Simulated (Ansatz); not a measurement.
# What a proton shuttle does

SiH₄ + NH₃ → SiNH₅ ([NH2][SiH3]) + H₂ (links in brackets), a four-centre ligand exchange, has a barrier of 47.03 kcal/mol above its start structure and a step energy of -3.43 kcal/mol. One HF is now added to the ring of the saddle, taking the hydrogen and handing on one of its own. Gas-phase electronic energies, without zero-point energy, by CCSD(T) at an estimated basis limit (MP2 extrapolated from triple and quadruple zeta, plus CCSD(T) − MP2 in triple zeta); Ansatz 0.2.0, def2-TZVPP and QZVPP, frozen cores, on PBE0-D4/def2-TZVP structures. Extrapolation: Hartree–Fock as exp(−7.88 √X), correlation as X^−2.97. Each barrier counts from its own start structure, which holds all the molecules, is reached by relaxing down from the saddle and may not be the deepest complex; no counterpoise correction.

What are the barrier and the step energy with the shuttle? (Judge from chemistry; the value comes from the calculation.)

Computed: Barrier 37.69 kcal/mol, 9.34 kcal/mol lower than without; step energy -1.18 kcal/mol, both from the start structure. Counted from all the molecules apart, the saddle lies at 23.40 kcal/mol with the shuttle and at 45.06 kcal/mol without; the start well goes from -1.98 to -14.29 kcal/mol. At the saddle the angle at each passing proton is N–H···H 136° without the shuttle, against N–H···F 157° and F–H···H 166° with it. Bringing in the extra molecule costs entropy, which these electronic energies leave out.

T1 diagnostic: at most 0.012.

For scale, one of the runs: CCSD(T)/def2-TZVPP, 216 basis functions, launched by `ansatz run in.yaml --threads 4 --pin off --events-out ev --progress --plain --max-ram 9574MiB`. The run took 40 s on 4 CPU threads of an Arm Neoverse V2 (shared host), with 3.2 GiB of host memory at its peak.
